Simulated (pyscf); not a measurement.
A first-order saddle from PySCF, ωB97X-D3(BJ)/def2-SVP:

```xyz
5

Ge    -0.2862    -0.1054     0.0406
F     -0.8428     0.0874     1.7024
H     -1.1239    -1.6188    -0.2390
H     -1.8375     0.2450    -0.6948
H     -1.8231    -0.8316    -0.5225
```
Charge 0, spin multiplicity 1.

Surface: singlet, charge 0. Lowest wavenumbers (cm⁻¹): 1525i, 479, 677, 683, 1068.

Q: Which two sides does it connect, and which bonds change?

A: `[F][GeH]` [singlet] + `[H][H]` ⇌ `[F][GeH]` [singlet] + `[H][H]`, a four-centre exchange read from left to right: Ge–H, H–H broken and Ge–H, H–H formed. At ωB97M-D3(BJ)/def2-TZVP it lies +15.1 kcal/mol from the left side and +15.1 kcal/mol from the right (each side as separated species at their lowest minima found). At the saddle there is also a short Ge–H contact that neither side keeps. This is the saddle that the search found; another between the same sides may lie lower. Elements up to Kr have no core potential and no relativistic terms here.
